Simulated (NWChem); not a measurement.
Species: ethane (C$_{2}$H$_{6}$); SMILES CC

Results from NWChem. Pople sets run with spherical d functions. The geometry was optimised at PBE0/def2-SVP.

Taking B3LYP/aug-cc-pVTZ as the yardstick, which of these has the fewest basis functions while keeping “highest occupied level (eV)” within 0.1 eV of it: B3LYP/3-21G; B3LYP/STO-3G; B3LYP/6-31+G*; B3LYP/def2-SVP; B3LYP/def2-SVPD; B3LYP/6-31G*; B3LYP/def2-TZVP; B3LYP/6-311++G**?

B3LYP/6-31+G*.
```json
[
 {"level": "B3LYP/STO-3G", "basis functions": "16", "highest occupied level (eV)": "-8.35"},
 {"level": "B3LYP/3-21G", "basis functions": "30", "highest occupied level (eV)": "-9.16"},
 {"level": "B3LYP/6-31G*", "basis functions": "40", "highest occupied level (eV)": "-9.20"},
 {"level": "B3LYP/6-31+G*", "basis functions": "48", "highest occupied level (eV)": "-9.35"},
 {"level": "B3LYP/def2-SVP", "basis functions": "58", "highest occupied level (eV)": "-9.27"},
 {"level": "B3LYP/6-311++G**", "basis functions": "86", "highest occupied level (eV)": "-9.35"},
 {"level": "B3LYP/def2-SVPD", "basis functions": "88", "highest occupied level (eV)": "-9.35"},
 {"level": "B3LYP/def2-TZVP", "basis functions": "98", "highest occupied level (eV)": "-9.35"},
 {"level": "B3LYP/aug-cc-pVTZ", "basis functions": "230", "highest occupied level (eV)": "-9.34"}
]
```

The yardstick is one finite set, not the basis-set limit.
